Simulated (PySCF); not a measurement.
CH2O, SMILES O=C. Atoms are numbered in the order given.

```xyz
4

C      0.0000     0.0000    -0.5246
O      0.0000     0.0000     0.6712
H      0.0000     0.9404    -1.1112
H      0.0000    -0.9404    -1.1112
```
Charge 0, spin multiplicity 1.

The structure is a stationary point at PBE0-D3(BJ)/def2-TZVPD.

Two levels are set side by side: PBE/pcSseg-2 (PySCF) and B3LYP/pcSseg-2 (PySCF). GIAO shifts against H2O (¹⁷O), TMS (¹H), TMS (¹³C) at the same level; non-relativistic, no solvent, atoms listed together averaged. Differences are taken from unrounded values.

```json
[
 {"quantity": "δ(¹³C) of C1 (ppm)", "B3LYP": "204.1", "PBE": "206.2", "PBE minus B3LYP": "2.1"},
 {"quantity": "δ(¹⁷O) of O2 (ppm)", "B3LYP": "772.5", "PBE": "769.9", "PBE minus B3LYP": "-2.6"},
 {"quantity": "δ(¹H) of H3, H4 (ppm)", "B3LYP": "10.18", "PBE": "10.55", "PBE minus B3LYP": "0.37"}
]
```

Rough cost on one machine, each run with all the roots and properties that it gave: B3LYP against PBE about 2 times.
